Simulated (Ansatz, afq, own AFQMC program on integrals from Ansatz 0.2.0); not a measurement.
**B, quartet: AFQMC among the cluster methods**

A free B atom.

Basis cc-pVTZ. Noble-gas cores (and the filled d shells of Ga–Kr and In–Xe) are frozen. AFQMC by an in-house program on the Cholesky factors that Ansatz 0.2.0 writes for its CCSD(T) run. ph-AFQMC/CISD is guided by a CISD state made of CCSD amplitudes; releasing the constraint for a short imaginary time cuts its bias at the price of noise, slowly where states lie close. Free AFQMC starts from the CCSD state and is never constrained. Its projection time is finite, and what remains of the start isn't in its error. Error bars are statistical, one sigma.

Determinant: UHF, the one that the program's search chose, which needn't be the lowest solution.

Full CI on the same integrals is exact in this basis and with this determinant's frozen core.

Cautions: another spin lies lower (by 3.57 eV).

```
T1 diagnostic                               : 0.0034
weight of the determinant in the CISD state : 0.989
⟨S²⟩ of the determinant                     : 3.750
size of the correlated space                : 3 electrons in 29 orbitals
```

Reference: full CI, correlation energy -0.438 eV. The released energy is read at 2.40 1/Eh (meV from the phaseless value at times in 1/Eh: 0.1 ± 0.4 at 0.24, -0.2 ± 0.4 at 0.51, 0.0 ± 0.4 at 0.99, -0.1 ± 0.5 at 1.62, 0.4 ± 0.4 at 2.40).

| level | E − E(reference) (kJ/mol) | share of correlation (%) |
| --- | --- | --- |
| HF | 42.3 | 0.00 |
| MP2 | 12.8 | 69.73 |
| CCSD | 0.4 | 99.14 |
| CCSD(T) | 0.1 | 99.75 |
| ph-AFQMC/CISD | 0.0 ± 0.03 | 100.09 |
| released AFQMC | 0.0 ± 0.04 | 100.00 |
| free AFQMC | 0.0 ± 0.03 | 99.98 |

Free projections are given only where their last times agree within the noise and don't stop above the reference; a slow remainder of the start can still hide under it. A walk keeps the symmetry of its determinant, which the program's search chose and which needn't be the lowest solution, so a lower state of the same spin and another symmetry isn't excluded. Released energies are given only where the last usable release times agree within the noise; a slower fall can still hide under it.
